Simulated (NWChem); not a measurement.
A series in which one site is exchanged, each optimised at PBE0/def2-SVP with NWChem, gas phase unless a solvent is named. Some are not confirmed as minima by frequencies. def2 effective core potentials on In, La; no spin-orbit coupling.

A: [F][La]([F])[F] (LaF3; site = La)
B: [F][Ga]([F])[F] (GaF₃; site = Ga)
C: N(F)(F)F (NF3; site = N)
D: [F][In]([F])[F] (InF₃; site = In)

Rank them by lowest singlet excitation, PBE/def2-SVPD, TDA (eV), lowest first.

D (4.92), A (5.24), B (6.35), C (8.04)
